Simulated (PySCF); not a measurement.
Geometry (Å), atoms numbered from 1 in this order:
```xyz
13

C     0.8992   -0.8390   -0.6268
C     0.0443   -0.0630    0.3756
C    -1.4396   -0.1844    0.0754
C     0.4600    1.3849    0.3763
O    -0.1336    2.3060   -0.0600
Cl    2.0700    1.6349    1.1344
H     0.6087   -1.8908   -0.6101
H     1.9606   -0.7703   -0.3888
H     0.7430   -0.4600   -1.6394
H     0.2622   -0.4446    1.3780
H    -2.0405    0.3742    0.7942
H    -1.7381   -1.2335    0.1162
H    -1.6667    0.2002   -0.9202
```

Geometry: PBE0-D3(BJ)/def2-TZVP; GIAO shifts from PySCF 2.14.0 with density-fitted response routines, gas phase, non-relativistic, averaged over equivalent atoms.

At wB97X-D/pcSseg-2 (321 basis functions, 59 s wall time on 1 thread of an Arm Neoverse V1, shared host):
```json
{"atoms": "C4", "δ (ppm)": "196.0"}
{"atoms": "C2", "δ (ppm)": "51.9"}
{"atoms": "C1/C3", "δ (ppm)": "21.4"}
{"atoms": "O5", "δ (ppm)": "576.7"}
{"atoms": "Cl6", "δ (ppm)": "449.4"}
{"atoms": "H10", "δ (ppm)": "2.81"}
{"atoms": "H7/H8/H9/H11/H12/H13", "δ (ppm)": "1.26"}
```

Scale: TMS for 13C (σref 186.29), 1H (σref 31.63); H2O for 17O (σref 328.24); 35Cl (σref 940.66) against HCl (reference shieldings calculated alike).

Question: Predict the values at PBE0/pcSseg-2 on the same geometry.

Answer: 
| atoms | δ at PBE0/pcSseg-2 | change |
| --- | --- | --- |
| C4 | 194.9 | -1.1 |
| C2 | 52.0 | +0.1 |
| C1/C3 | 21.4 | +0.0 |
| O5 | 572.3 | -4.4 |
| Cl6 | 453.4 | +4.0 |
| H10 | 2.90 | +0.09 |
| H7/H8/H9/H11/H12/H13 | 1.25 | -0.01 |

δ = σ(ref) − σ, references computed at the same level: 13C (186.03 ppm), 1H (31.52 ppm) vs TMS; 17O (329.54 ppm) vs H2O; HCl for 35Cl (945.66 ppm).

The largest change is at O5 (carbonyl oxygen). Cost: 321 basis functions, 46 s wall time on 1 thread of an Arm Neoverse V1, shared host. The order of the carbon signals is the same at both levels.

Carbons that carry Cl, above all several Cl atoms, come out too deshielded, partly because spin–orbit coupling is missing. Unscaled 17O shifts of doubly bonded oxygen tend to come out too high, by tens of ppm or more. Experimental scales use liquid or dissolved standards, which lie at an offset from isolated H2O (liquid H2O: subtract about 36 ppm).
